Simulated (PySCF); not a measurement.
SMILES N (H3N), PBE0/def2-SVP optimised geometry.

```
4

N     -0.38    -0.32     0.00
H      0.64    -0.32     0.00
H     -0.64    -0.67    -0.92
H     -0.64     0.67     0.00
```

Density from PBE0/def2-TZVP (PySCF) at that geometry.

Minimum of the electron density along straight lines between bonded atoms, close to the bond critical point (lines longer than 1.1 times the sum of covalent radii, or with two minima, are not listed):

| bond | length / Å | ρ at the minimum / e bohr⁻³ | ∇²ρ there / e bohr⁻⁵ | position (fraction from the first atom) |
|---|---|---|---|---|
| N1–H2 | 1.020 | 0.332 | -1.53 | 0.73 |
| N1–H3 | 1.020 | 0.332 | -1.53 | 0.73 |
| N1–H4 | 1.020 | 0.332 | -1.53 | 0.73 |
